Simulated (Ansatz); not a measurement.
# CCSD(T)/aug-cc-pVTZ run of AlCl (SMILES [Al][Cl])

What is the vertical singlet–triplet gap of AlCl at CCSD(T)/aug-cc-pVTZ? 

The calculation is run with Ansatz 0.2.0.

34 further runs of the same task are left out: 34 set aside as unsound or not needed.

**1. Starting point**

AlCl has 2 atoms, charge 0, and is taken as a singlet. As SMILES, `[Al][Cl]`. The bond length is the measured one.

Bond lengths: Al1–Cl2 2.130 Å.

**2. The energy at CCSD(T)/aug-cc-pVTZ**

molecule.yaml

```yaml
crystal:
  periodic: [false, false, false]
  atoms:
    - {symbol: Al, position_ang: [0.000000, 0.000000, 0.000000]}
    - {symbol: Cl, position_ang: [0.000000, 0.000000, 2.130113]}
basis:
  gaussian:
    orbitals: aug-cc-pVTZ
correlation:
  method: ccsd_t
  frozen_orbitals: {Al: 5, Cl: 5}
accuracy: high
scf:
  omitted_lower_state_checks: [cluster_reference, increment]
```

Run with:

```sh
$ ansatz run molecule.yaml --threads 1 --pin off --max-ram 3480MiB --events-out events.jsonl --progress --plain --runs-dir runs
```

The program printed, shortened:

```text
Warning: RAYON_NUM_THREADS=1 ignored (pool sized by the plan → 1); use --threads N
Functional definition: HF
  name "HF"
[...]
1311 factors; integrals over basis functions are off by at most 4.0e-9 eV
[...]
mean field -19089.09031833 eV, -701.5111301483 hartree, gradient 2.3e-8 eV, S^2 0.000000; 0 other end points of the search recorded, 0 dependent functions left out
10 core orbitals not correlated: weight in the atoms' cores, before any rotation towards them, 1.000 or more for the frozen orbitals, at most 0.000 for the correlated occupied ones
reference -19089.09031833 eV, -701.5111301483 hartree; 5, 5 occupied and 85, 85 virtual orbitals, 1311 factors
second order -6.69879771 eV of doubles, -0.00000000 eV of singles
cycle   1  -7.14584167 eV  change   -4.5e-1 eV  update   6.8e-2
[...]
cycle  22  -7.38417527 eV  change   1.2e-10 eV  update  7.0e-10
perturbative correction -0.32037202 eV, -0.0117734545 hartree
Total energy: -19096.79486561 eV, -701.7942670388 hartree
Checks for a lower state left out: cluster_reference, increment
```

Wall time 5.7 s (1 thread of AMD EPYC 7R13 (Zen 3), shared host); peak memory 0.47 GiB.

**3. The triplet, same level**

in.yaml

```yaml
crystal:
  periodic: [false, false, false]
  atoms:
    - {symbol: Al, position_ang: [0.000000, 0.000000, 0.000000]}
    - {symbol: Cl, position_ang: [0.000000, 0.000000, 2.130113]}
basis:
  gaussian:
    orbitals: aug-cc-pVTZ
total_charge: 0
magnetization:
  spin_polarized: true
  initial_magnetization: 2
correlation:
  method: ccsd_t
  frozen_orbitals: {Al: 5, Cl: 5}
accuracy: high
scf:
  omitted_lower_state_checks: [cluster_reference, increment]
```

Run with:

```sh
$ ansatz run in.yaml --threads 1 --pin off --max-ram 3480MiB --events-out events.jsonl --progress --plain --runs-dir runs
```

The program printed, shortened:

```text
Warning: RAYON_NUM_THREADS=1 ignored (pool sized by the plan → 1); use --threads N
[... 2 set-up lines as earlier in the session ...]
[...]
1311 factors; integrals over basis functions are off by at most 4.0e-9 eV
[...]
mean field -19086.98868092 eV, -701.4338963984 hartree, gradient 8.2e-8 eV, S^2 2.002805; 2 other end points of the search recorded, 0 dependent functions left out
10 core orbitals not correlated: weight in the atoms' cores, before any rotation towards them, 1.000 or more for the frozen orbitals, at most 0.000 for the correlated occupied ones
reference -19086.98868092 eV, -701.4338963984 hartree; 6, 4 occupied and 84, 86 virtual orbitals, 1311 factors
second order -6.01595064 eV of doubles, -0.00000000 eV of singles
cycle   1  -6.37631476 eV  change   -3.6e-1 eV  update   5.3e-2
[...]
cycle  23  -6.55186183 eV  change   4.0e-10 eV  update  8.7e-10
perturbative correction -0.29712442 eV, -0.0109191210 hartree
Total energy: -19093.83766718 eV, -701.6855920008 hartree
Checks for a lower state left out: cluster_reference, increment
```

Wall time 12 s (1 thread of AMD EPYC 7R13 (Zen 3), shared host); peak memory 0.78 GiB.

**4. Outcome**

Level: CCSD(T)/aug-cc-pVTZ, 10 core orbitals frozen.

| quantity | value |
| --- | --- |
| singlet: total energy | -701.79427 Eh |
| singlet: correlation energy (10 core orbitals frozen) | -283.1 mEh |
| singlet: (T) correction | -11.77 mEh |
| singlet: T1 diagnostic | 0.012 |
| triplet: total energy | -701.68559 Eh |
| triplet: correlation energy (10 core orbitals frozen) | -251.7 mEh |
| triplet: (T) correction | -10.92 mEh |
| triplet: ⟨S²⟩ of the reference determinant | 2.003 |
| triplet: T1 diagnostic | 0.015 |
| vertical energy of the triplet above the singlet | 2.957 eV |

**Reading.** At this shape the triplet lies 2.96 eV (68 kcal/mol) above the singlet. The triples (singlet) make up 4.2 % of the correlation energy. The triples (triplet) make up 4.3 % of the correlation energy.
